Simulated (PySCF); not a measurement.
A geometry optimisation, step by step.

Compound: C₄H₂.
Atom-mapped SMILES: `[CH:1]#[C:2][C:3]#[CH:4]` (hydrogens: H5 on C1; H6 on C4)

Computed by this run: PBE0-D3(BJ)/def2-SVP geometry optimisation, gas phase (PySCF); density fitting, grid level 1; the optimiser is geomeTRIC in internal coordinates, started from a GFN2-xTB structure. The frame can shift and turn from step to step; on so coarse a grid that alone can change the energy by a few meV, and forces under 0.02 eV/Å are noise.

Step 0: E = -4168.1533 eV, largest atomic force 1.134 eV/Å
```
atom  x, y, z in Å  |  force x, y, z in eV/Å
C1      1.858    0.308    0.073    0.193   0.037  -0.005
C2      0.671    0.113    0.104   -0.592  -0.108   0.023
C3     -0.670   -0.112    0.143    0.590   0.110  -0.027
C4     -1.858   -0.307    0.175   -0.190  -0.040   0.012
H5      2.892    0.482    0.048    1.117   0.184  -0.032
H6     -2.891   -0.482    0.208   -1.119  -0.183   0.030
```

Step 1: E = -4168.2022 eV, largest atomic force 0.184 eV/Å
```
atom  x, y, z in Å  |  force x, y, z in eV/Å
C1      1.854    0.320    0.025    0.182   0.026  -0.002
C2      0.656    0.121    0.057   -0.082  -0.004  -0.001
C3     -0.698   -0.102    0.094    0.082   0.004   0.003
C4     -1.896   -0.302    0.129   -0.182  -0.026   0.003
H5      2.917    0.496   -0.002   -0.099  -0.016   0.000
H6     -2.958   -0.479    0.159    0.099   0.017  -0.003
```

Step 2: E = -4168.2025 eV, largest atomic force under 0.02 eV/Å
```
atom  x, y, z in Å  |  force x, y, z in eV/Å
C1      1.855    0.320    0.025   -0.008  -0.004   0.002
C2      0.656    0.121    0.058   -0.004   0.005  -0.002
C3     -0.698   -0.102    0.095    0.004  -0.006   0.004
C4     -1.897   -0.302    0.129    0.008   0.005  -0.002
H5      2.915    0.496   -0.003    0.004   0.001  -0.002
H6     -2.957   -0.478    0.159   -0.004  -0.001   0.000
```

Question: Summarise the path.

Answer: The energy falls by 4.75 kJ/mol from step 0 to step 2; nine tenths of that is first reached at step 1. It falls at every step. The largest force goes from 1.134 to under 0.02 eV/Å. Among the bonds C4–H6 changes most (a near tie, within 0.001 Å, with another), from 1.048 to 1.075 Å; the atoms move by 0.028 Å rms after alignment.

The cost below is that of the whole optimisation. The run took 3.1 s of wall time on an Arm Neoverse V1 with one thread, shared host with 32 logical CPUs at a one-minute load of 25, and the process peaked at 0.32 GiB of memory.
